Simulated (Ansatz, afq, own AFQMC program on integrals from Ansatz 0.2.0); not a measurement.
AFQMC on a folder of integrals that Ansatz 0.2.0 wrote.

```yaml
crystal:
  periodic: [false, false, false]
  atoms:
    - {symbol: Br, position_ang: [0.000000, 0.000000, -1.680000]}
    - {symbol: H, position_ang: [0.000000, 0.000000, -0.059000]}
    - {symbol: Br, position_ang: [0.000000, 0.000000, 1.739000]}
basis:
  gaussian: {orbitals: cc-pVTZ}
magnetization: {spin_polarized: true, initial_magnetization: 1}
correlation: {method: ccsd_t, electrons: outside_noble_gas, hamiltonian_folder: ham}
```

```sh
$ ansatz run in.yaml --threads 1 --pin off --events-out ev --progress --plain --max-ram 24576MiB --backend cuda --devices 0, --max-vram 18GiB
```

Options of the walk:

```
--method phaseless --trial cisd --walkers 2500 --populations 20 --least-time 60 --time-step 0.005 --steps-per-block 50 --equilibration-blocks 28 --max-blocks 4000 --target-error 0.00023 --factor-cut 1e-05 --start spin_pure --seed 576 --release-times 0.24,0.51,0.99,1.5 --release-step 0.03 --release-every 4 --taylor-order 6
```

Times are imaginary, in 1/Eh. The walk had a cap of 244 s. With eight or more populations the least sampling time is a fifth of least-time, and the error comes from their spread. Filled inner d shells are frozen with the cores.

```
orbitals 72  electrons 8 7  factors 509 of 633
reference energy -5145.46223634 Eh
CCSD correlation -0.35930027 Eh in 11 cycles, weight of the determinant in the CISD state 0.8506
energy of the start -5145.817273 Eh
 block  time / (1/Eh)  mean weight  energy / Eh
     1     0.250  1.0002  -5145.812810
     2     0.500  0.9999  -5145.818372
     3     0.750  1.0000  -5145.824000
     4     1.000  0.9998  -5145.827993
     5     1.250  0.9997  -5145.830427
     7     1.750  0.9998  -5145.833261
     9     2.250  1.0002  -5145.834527
    11     2.750  1.0001  -5145.835765
    15     3.750  0.9999  -5145.835517
    19     4.750  0.9998  -5145.836236
    23     5.750  1.0005  -5145.836209
    27     6.750  0.9998  -5145.835866
    31     7.750  1.0003  -5145.836950
    35     8.750  1.0001  -5145.837143
    37     9.250  0.9998  -5145.837657
    39     9.750  1.0000  -5145.836301
    43    10.750  1.0000  -5145.837201
    47    11.750  0.9998  -5145.836007
    51    12.750  1.0001  -5145.836686
    55    13.750  1.0000  -5145.835444
    59    14.750  0.9995  -5145.836156
    63    15.750  1.0004  -5145.836967
    67    16.750  1.0002  -5145.835253
    69    17.250  1.0002  -5145.834995
    71    17.750  1.0003  -5145.835591
    75    18.750  0.9997  -5145.835748
    79    19.750  1.0001  -5145.836854
    83    20.750  0.9997  -5145.835591
    87    21.750  0.9999  -5145.836051
    91    22.750  1.0001  -5145.835135
    95    23.750  1.0006  -5145.836424
    97    24.250  1.0002  -5145.836062
error from the spread of 20 populations
released: time / (1/Eh)  energy / Eh  error  mean overlap
  0.24  -5145.835859  0.000574  1.0012
  0.51  -5145.836577  0.000181  0.9991
  0.99  -5145.837050  0.000169  0.9903
  1.50  -5145.836288  0.000203  0.9994
energy -5145.836223 +/- 0.000187 Eh
(rows thinned)
```

**Question.** Estimate how long the walk took on 1 × NVIDIA H100 80GB HBM3 with 2 threads of AMD EPYC 7R13 Processor (Zen 3), with other jobs on the host (the card was shared).

**Answer.** 110 s of wall time.

The run passed its tests (sampling time, drift between the halves within three errors, error under three times the target), which doesn't prove that it has relaxed.

Against this walk (error 5.1 meV) on the same determinant: CCSD(T) 32.1 meV higher, CCSDT(Q) 17.2 meV lower. The error is statistical and leaves out the bias of the constraint. The released energies have errors that jump between times, so the bars are unsure (meV from the phaseless value at times in 1/Eh: 10 ± 16 at 0.24, -10 ± 5 at 0.51, -22 ± 5 at 0.99, -2 ± 6 at 1.50), so they give no level.

Cautions: constraint bias not in the error; no relativity below Rb; no spin-orbit coupling; inner d shell frozen; unrestricted determinant slightly spin contaminated (⟨S²⟩ 0.82 against 0.75).

CCSDT and higher add their correlation energy to the determinant of the CCSD(T) run, since their own runs factorise the integrals more tightly (a shift of under 2 meV). A walk keeps the symmetry of its determinant, which the program's search chose and which needn't be the lowest solution, so a lower state of the same spin and another symmetry isn't excluded.
